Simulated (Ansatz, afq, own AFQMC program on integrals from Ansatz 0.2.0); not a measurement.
## Atomization energy of SbH, singlet

```yaml
atoms:
  - { symbol: Sb, position_ang: [0.0000, 0.0000, 0.0000] }
  - { symbol: H, position_ang: [0.0000, 0.0000, 1.7130] }
```

Atoms in their ground-state spins without spin–orbit coupling (mostly on UHF) minus the molecule (RHF), without zero-point energy. The geometry is a stationary point, not shown to be a minimum.

Basis def2-SVP with its core potentials. Noble-gas cores (and the filled d shells of Ga–Kr and In–Xe) are frozen. AFQMC by an in-house program on the Cholesky factors that Ansatz 0.2.0 writes for its CCSD(T) run. The CISD trial takes its coefficients from CCSD amplitudes. Released means that phaseless walkers are propagated on without the constraint, phases kept. ± is one standard error of the sampling. No spin–orbit coupling. The errors of all members are added in quadrature.

Full CI on the same integrals is exact in this basis and with this determinant's frozen core.

Errors are counted within def2-SVP, not against nature.

Cautions: inner d shell frozen; no spin-orbit coupling; SbH (singlet): another spin lies lower, restricted determinant unstable towards unrestricted (UHF 1.29 eV lower, ⟨S²⟩ 1.02), strong correlation (T1 0.010, weight of the determinant 0.79, largest double 0.43), the CCSDT(Q) amplitudes may be one of several solutions (largest double 0.95), the CCSDTQ amplitudes may be one of several solutions (largest double 0.97), the ph-AFQMC/HF walk drifts between its halves (2.6 errors), the determinant fills πx and πy unequally, so it mixes two states of the linear molecule, and each level undoes that mixture to a different degree, while full CI gives the lower state, CCSDTQ on the UHF determinant differs (1.02 eV lower), perhaps since the unrestricted series falls towards higher spin.

```
level  atomization energy (eV)
  MP2                    0.580
   HF                   -0.195
```

(1) From these cheaper values, estimate the atomization energy at the reference level in def2-SVP.

(1) 1.201 eV (full CI in def2-SVP).

```
      level  atomization energy (eV)  error against FCI (eV)
       CCSD                    0.967                  -0.234
    CCSD(T)                    1.086                  -0.115
      CCSDT                    1.197                  -0.004
   CCSDT(Q)                    1.203                   0.003
     CCSDTQ                    1.201                   0.000
ph-AFQMC/HF            1.058 ± 0.023          -0.142 ± 0.023
```

Correlation beyond CCSD(T) adds 0.115 eV. The perturbative (T) step is worth +0.119 eV. Where a determinant mixes two states, these steps and errors hold in part the undoing of that mixture, and only full CI is sure.

CCSDT and higher add their correlation energy to the determinant of the CCSD(T) run, since their own runs factorise the integrals more tightly (a shift of under 2 meV).
